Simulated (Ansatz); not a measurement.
# Worked example: GaH$_{4}$⁺, quintet against GaH4⁺, triplet

Geometry (PBE0/def2-TZVP stationary point of a triplet), kept for both states:

```yaml
atoms:
  - { symbol: Ga, position_ang: [0.0000, 0.0000, 0.0000] }
  - { symbol: H, position_ang: [0.6525, 0.6641, 1.3539] }
  - { symbol: H, position_ang: [-0.6625, -0.6541, 1.3539] }
  - { symbol: H, position_ang: [-0.6541, 0.6525, -1.3587] }
  - { symbol: H, position_ang: [0.6641, -0.6625, -1.3490] }
```

Basis cc-pVTZ; Ansatz 0.2.0. Only valence electrons are correlated (noble-gas cores and the filled d shells of p-block atoms frozen). R marks a restricted (for open shells ROHF) determinant, U an unrestricted one. No spin–orbit coupling is included, and no scalar relativity.

Full CI isn't at hand for all of this; UCCSDT(Q) serves as the reference, and is uncertain by about the last step of the cluster series.

Coupled cluster chose its determinant by trial CCSD, here up to 0.05 eV above the lowest Hartree–Fock solution of its kind, and MP2 stands on that determinant too.

| level | E(GaH4⁺, triplet) (hartree) | E(GaH4⁺, quintet) (hartree) |
| --- | --- | --- |
| UMP2 | -1925.211792 | -1924.942903 |
| UCCSD(T) | -1925.239675 | -1924.968363 |
| PBE | -1926.490665 | -1926.232004 |
| B3LYP | -1926.847004 | -1926.578897 |
| UCCSDT(Q) | -1925.240487 | -1924.969399 |

Task: Give the vertical gap, GaH4⁺ quintet less GaH4⁺ triplet, at each level in eV (1 hartree = 27.2114 eV), and each error against UCCSDT(Q).

Result: UCCSDT(Q): (-1924.969399 − (-1925.240487)) × 27.2114 = 7.377 eV (the reference)
B3LYP: (-1926.578897 − (-1926.847004)) × 27.2114 = 7.296 eV, error -0.081 eV
PBE: (-1926.232004 − (-1926.490665)) × 27.2114 = 7.039 eV, error -0.338 eV
UCCSD(T): (-1924.968363 − (-1925.239675)) × 27.2114 = 7.383 eV, error 0.006 eV
UMP2: (-1924.942903 − (-1925.211792)) × 27.2114 = 7.317 eV, error -0.060 eV

Total energies of functionals can't be set beside those of wave-function methods, since they hold the core's correlation and their own absolute errors; only the differences compare.

Each level lands on the state that its own search finds. T1 diagnostics of restricted CCSD: 0.028 and 0.032.
